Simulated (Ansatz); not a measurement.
# Energy profile

The step: CH₅BS ([CH3][BH][SH]) → CH₃B ([BH][CH2]) + H₂S (still joined by a long B–S bond); bonds formed: S2–H4; bonds broken: C3–H4; bonds weakened to dative contacts: B1–S2 (atoms numbered as in the saddle structure below).

```tsv
atom	x (Å)	y (Å)	z (Å)
B1	-0.6866	0.3745	-0.0334
S2	-0.4557	-0.9496	1.5196
C3	0.3974	0.3865	-0.9571
H4	0.3962	0.1492	1.1105
H5	-1.6248	1.0551	0.2282
H6	0.3050	-1.8306	0.8475
H7	0.4374	1.1249	-1.7531
H8	1.2311	-0.3100	-0.9622
```

Electronic energies by CCSD(T) at an estimated basis limit (MP2 extrapolated from triple and quadruple zeta, plus CCSD(T) − MP2 in triple zeta), on PBE0-D4/def2-TZVP structures; CH5BS, closed shell; no counterpoise correction. Computed with Ansatz 0.2.0 (basis: def2-TZVPP and def2-QZVPP); correlated methods freeze the cores. Extrapolation: Hartree–Fock as exp(−7.88 √X), correlation as X^−2.97.

Q: Give the profile in kcal/mol, counted from the start structure. (To be estimated.)

A: Computed:
```
                                                                                         point  kcal/mol
                                                                               start structure      0.00
                                                                                        saddle     68.66
                                                                                 end structure     56.84
separated: CH3B (linked as [BH][CH2]; B1, C3, H5, H7, H8; singlet) + H2S (S2, H4, H6; singlet)     70.57
```

No T1 diagnostic of these runs exceeds 0.014.

For scale, one of the runs: CCSD(T)/def2-TZVPP, 174 basis functions, launched by `ansatz run in.yaml --threads 2 --pin off --events-out ev --progress --plain --max-ram 4352MiB`. The run took 28 s on 2 CPU threads of an Arm Neoverse V1 (shared host), with 1.5 GiB of host memory at its peak.
